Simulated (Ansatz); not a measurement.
**[BH4]− (SMILES [H][B-]([H])([H])[H]) at 6 levels**

We compute a comparison of 6 runs (B2PLYP/3-21G, CAM-B3LYP/3-21G, r2SCAN/6-31G, wB97M-V/6-31G, wB97X/3-21G, UMP2/6-31G) of [BH4]−. 

The results are computed with Ansatz 0.2.0.

### 1 The structure to begin with

[BH4]−: 5 atoms, total charge -1, spin state singlet. As SMILES, `[H][B-]([H])([H])[H]`. The H3–B1 distance was set to 3.073 Å, away from the relaxed value. At this shape a bond of the SMILES string is far longer than usual.

Bond lengths: B1–H2 1.229 Å, B1–H4 1.229 Å, B1–H5 1.229 Å. Angles: H2–B1–H4 109.5°, H2–B1–H5 109.5°, H4–B1–H5 109.5°.

### 2 The energy at B2PLYP/3-21G (run 1)

Contents of job.yaml:

```yaml
crystal:
  periodic: [false, false, false]
  atoms:
    - {symbol: B, position_ang: [-1.732014, -0.018235, 0.631104]}
    - {symbol: H, position_ang: [-1.720134, -0.038625, 1.860274]}
    - {symbol: H, position_ang: [1.154650, 0.011840, -0.420810]}
    - {symbol: H, position_ang: [-2.319614, 0.989765, 0.243594]}
    - {symbol: H, position_ang: [-2.310944, -1.016925, 0.210464]}
basis:
  gaussian:
    orbitals: 3-21G.json
total_charge: -1
hamiltonian:
  xc: {name: B2PLYP}
correlation:
  frozen_orbitals: {B: 1, H: 0}
accuracy: high
```

The basis set 3-21G is read from a file made from the Basis Set Exchange's data (not shown).

The run is started by

```console
$ ansatz run job.yaml --threads 1 --pin off --max-ram 2610MiB --events-out events.jsonl --progress --plain --runs-dir runs
```

What it wrote:

```text
Warning: RAYON_NUM_THREADS=1 ignored (pool sized by the plan → 1); use --threads N
Functional definition: B2PLYP
  name "B2PLYP"
  parameter a = 0.53
  parameter c = 0.27
  exchange = (1 - a)*b88_x + a*exact_x
  correlation = (1 - c)*lyp_c + c*(mp2_os + mp2_ss)
333 factors; integrals over basis functions are off by at most 4.7e-9 eV
mean field evaluation 1: about -728.8996 eV, gradient 1.5e1 eV
mean field evaluation 2: about -728.8817 eV, gradient 1.5e1 eV
mean field evaluation 4: about -730.6360 eV, gradient 1.3e0 eV
mean field evaluation 8: about -730.6445 eV, gradient 4.8e-3 eV
mean field evaluation 16: about -730.6445 eV, gradient 9.6e-9 eV
mean field -730.64449382 eV, -26.8506898992 hartree, gradient 1.7e-8 eV, S^2 0.000000; 0 other end points of the search recorded, 0 dependent functions left out; unrestricted orbitals would lower it
1 core orbitals not correlated: weight in the atoms' cores, before any rotation towards them, 1.000 or more for the frozen orbitals, at most 0.000 for the correlated occupied ones
reference -730.64451377 eV, -26.8506906324 hartree; 4, 4 occupied and 12, 12 virtual orbitals, 333 factors
second order -3.15177312 eV of doubles, -0.00000000 eV of singles
Total energy: -731.49549251 eV, -26.8819635243 hartree
```

It took 0.73 s on 1 thread of Arm Neoverse V2, shared host; peak memory 0.095 GiB.

### 3 The energy at CAM-B3LYP/3-21G (run 2)

Contents of molecule.yaml:

```yaml
crystal:
  periodic: [false, false, false]
  atoms:
    - symbol: B
      position_ang: [-1.732014, -0.018235, 0.631104]
    - symbol: H
      position_ang: [-1.720134, -0.038625, 1.860274]
    - symbol: H
      position_ang: [1.154650, 0.011840, -0.420810]
    - symbol: H
      position_ang: [-2.319614, 0.989765, 0.243594]
    - symbol: H
      position_ang: [-2.310944, -1.016925, 0.210464]
basis:
  gaussian:
    orbitals: 3-21G.json
accuracy: high
total_charge: -1
hamiltonian:
  xc: {name: CAM-B3LYP}
```

The basis set 3-21G is read from a file made from the Basis Set Exchange's data (not shown).

The run is started by

```console
$ ansatz run molecule.yaml --threads 1 --pin off --max-ram 2610MiB --events-out events.jsonl --progress --plain --runs-dir runs
```

What it wrote:

```text
Warning: RAYON_NUM_THREADS=1 ignored (pool sized by the plan → 1); use --threads N
Functional definition: CAM-B3LYP
  name "CAM-B3LYP"
  parameter alpha = 0.19
  parameter beta = 0.46
  parameter omega = 0.33/bohr
  parameter ac = 0.81
  exchange = (1 - alpha - beta)*b88_x + beta*b88_x_sr(omega) + alpha*exact_x + beta*exact_x_lr(omega)
  correlation = (1 - ac)*vwn5_c + ac*lyp_c
333 factors; integrals over basis functions are off by at most 4.7e-9 eV
170 factors; integrals over basis functions are off by at most 8.9e-10 eV
mean field evaluation 1: about -730.5575 eV, gradient 1.6e1 eV
mean field evaluation 2: about -725.5090 eV, gradient 3.5e1 eV
mean field evaluation 4: about -732.5228 eV, gradient 2.9e-1 eV
mean field evaluation 8: about -732.4927 eV, gradient 1.4e-3 eV
mean field evaluation 16: about -732.4927 eV, gradient 4.8e-8 eV
mean field -732.49266259 eV, -26.9186088488 hartree, gradient 4.8e-8 eV, S^2 0.000000; 0 other end points of the search recorded, 0 dependent functions left out
reference -732.49267760 eV, -26.9186094003 hartree; 5, 5 occupied and 12, 12 virtual orbitals, 333 factors
Total energy: -732.49267760 eV, -26.9186094003 hartree
```

Run time: 0.64 s. Hardware: 1 thread of Arm Neoverse V2, shared host.

Runs 3 to 5 aren't shown in full; the table further down has their settings and results.

### 4 The energy at UMP2/6-31G (run 6)

Contents of molecule.yaml:

```yaml
crystal:
  periodic: [false, false, false]
  atoms:
    - {symbol: B, position_ang: [-1.732014, -0.018235, 0.631104]}
    - {symbol: H, position_ang: [-1.720134, -0.038625, 1.860274]}
    - {symbol: H, position_ang: [1.154650, 0.011840, -0.420810]}
    - {symbol: H, position_ang: [-2.319614, 0.989765, 0.243594]}
    - {symbol: H, position_ang: [-2.310944, -1.016925, 0.210464]}
basis:
  gaussian:
    orbitals: 6-31G
magnetization:
  spin_polarized: true
correlation:
  method: mp2
  frozen_orbitals: {B: 1, H: 0}
total_charge: -1
accuracy: high
```

The run is started by

```console
$ ansatz run molecule.yaml --threads 1 --pin off --max-ram 2610MiB --events-out events.jsonl --progress --plain --runs-dir runs
```

What it wrote:

```text
Warning: RAYON_NUM_THREADS=1 ignored (pool sized by the plan → 1); use --threads N
Functional definition: HF
  name "HF"
  exchange = exact_x
  correlation = 0
409 factors; integrals over basis functions are off by at most 2.5e-9 eV
mean field evaluation 1: about -727.8651 eV, gradient 1.3e1 eV
mean field evaluation 2: about -727.8618 eV, gradient 1.3e1 eV
mean field evaluation 4: about -729.6809 eV, gradient 8.3e-1 eV
mean field evaluation 8: about -729.6895 eV, gradient 1.1e-5 eV
mean field evaluation 16: about -729.9547 eV, gradient 2.1e0 eV
mean field evaluation 32: about -730.0463 eV, gradient 2.5e-2 eV
mean field -730.04257214 eV, -26.8285696854 hartree, gradient 1.4e-8 eV, S^2 0.744649; 5 other end points of the search recorded, 0 dependent functions left out
1 core orbitals not correlated: weight in the atoms' cores, before any rotation towards them, 1.000 or more for the frozen orbitals, at most 0.000 for the correlated occupied ones
reference -730.04257214 eV, -26.8285696854 hartree; 4, 4 occupied and 12, 12 virtual orbitals, 409 factors
second order -1.79032222 eV of doubles, -0.00000000 eV of singles
Total energy: -731.83289436 eV, -26.8943628136 hartree
```

Wall time 0.14 s (1 thread of Arm Neoverse V2, shared host).

### 5 All runs side by side

```
run            level  frozen core orbitals  energy (Eh)  wall time
  1     B2PLYP/3-21G                     1   -26.881964     0.73 s
  2  CAM-B3LYP/3-21G                     –   -26.918609     0.64 s
  3     r2SCAN/6-31G                     –   -27.076661      1.3 s
  4    wB97M-V/6-31G                     –   -27.050865      6.9 s
  5      wB97X/3-21G                     –   -26.929090      2.3 s
  6       UMP2/6-31G                     1   -26.894363     0.14 s
```

### 6 Results

```
                                         quantity         value
                              run 6: total energy  -26.89436 Eh
run 6: correlation energy (1 core orbital frozen)     -65.8 mEh
         run 6: ⟨S²⟩ of the reference determinant         0.745
```

What this shows: Totals of different functionals can't be ranked against each other. In run 1 the log says that unrestricted orbitals would lower the reference, so the values rest on an unstable closed-shell determinant (other closed-shell runs at this shape may share the fault). Spin contamination of the reference: run 6 ⟨S²⟩ = 0.74. Where it is this large, the reference is a mixture of spin states, and values that rest on it are in doubt. All runs together took 12 s, the longest 6.9 s.
